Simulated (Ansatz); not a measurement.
C₂H₂FNO, SMILES `FC1=NCO1` at its PBE0-D4/def2-TZVP geometry, where that method's forces vanish. The species carries charge 0 and has multiplicity 1.

| atom | x (Å) | y (Å) | z (Å) |
| --- | --- | --- | --- |
| F1 | -1.197 | -1.784 | -0.727 |
| C2 | -0.450 | -0.804 | -0.341 |
| N3 | 0.802 | -0.600 | -0.416 |
| C4 | 0.442 | 0.647 | 0.263 |
| O5 | -0.987 | 0.256 | 0.269 |
| H6 | 0.580 | 1.549 | -0.331 |
| H7 | 0.810 | 0.736 | 1.284 |

**Question.** For each bond, give half the difference of the two atoms' forces along it (eV/Å; positive pushes the atoms apart) under PBE-D4, r2SCAN-D4, B3LYP-D4, ωB97M-V in def2-TZVPP. (Estimate.)

**Answer.** Ansatz gave: 
```
 bond  length (Å)  PBE-D4  r2SCAN-D4  B3LYP-D4  ωB97M-V
F1–C2       1.291    0.35       0.18      0.17     0.19
C2–N3       1.270    0.68       0.25      0.00    -0.14
C2–O5       1.336    0.57       0.26      0.27     0.15
N3–C4       1.465    0.34       0.25      0.32     0.26
C4–O5       1.481    0.57       0.47      0.44     0.23
C4–H6       1.089    0.03      -0.11     -0.23    -0.20
C4–H7       1.089    0.03      -0.11     -0.23    -0.20
```

B3LYP here is the variant with VWN-RPA as its local correlation; programs differ in this.
